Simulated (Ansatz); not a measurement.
We consider hcp Lu, described by PBE-D4 in Ansatz (PAW).

Settings: plane-wave cutoff 520 eV, 18×18×10 k mesh (along the axes of the cell as run), Fermi–Dirac smearing 0.05 eV, scalar-relativistic PAW data made under PBE.

Computed at the level's own relaxed cell.

Estimate the pressure derivative B′ of the bulk modulus, lattice parameter c, lattice parameter a and bulk modulus B0 that the calculation returns.


* **pressure derivative B′ of the bulk modulus**: 3.5
* **lattice parameter c**: 5.422 Å
* **lattice parameter a**: 3.482 Å
* **bulk modulus B0**: 47.9 GPa

The run finds no gap.

Measured, for comparison: lattice parameter c 5.549 Å (293 K, no zero-point or thermal correction, our sources range from 5.549 to 5.563; as tabulated in Wikipedia's data pages); lattice constant a 3.505 Å (293 K, no zero-point or thermal correction; as tabulated in Wikipedia's data pages); bulk modulus 47.6 GPa (room temperature, no zero-point or thermal correction; as tabulated in Wikipedia's data pages). Computed (rounded) less measured: lattice parameter c -2.3 % (-2.3 % to -2.5 % over the range), lattice constant a -0.7 %, bulk modulus +0.6 %. A static lattice is as a rule a little smaller and stiffer than an uncorrected measurement, which narrows the difference in the lattice constant a and would widen misses of the other sign.

Note: the bulk modulus comes from volumes at which shape and atoms were relaxed.

Spin–orbit coupling is not included.

Computing time: very roughly 7 core-minutes.

Ansatz is a first-principles code.
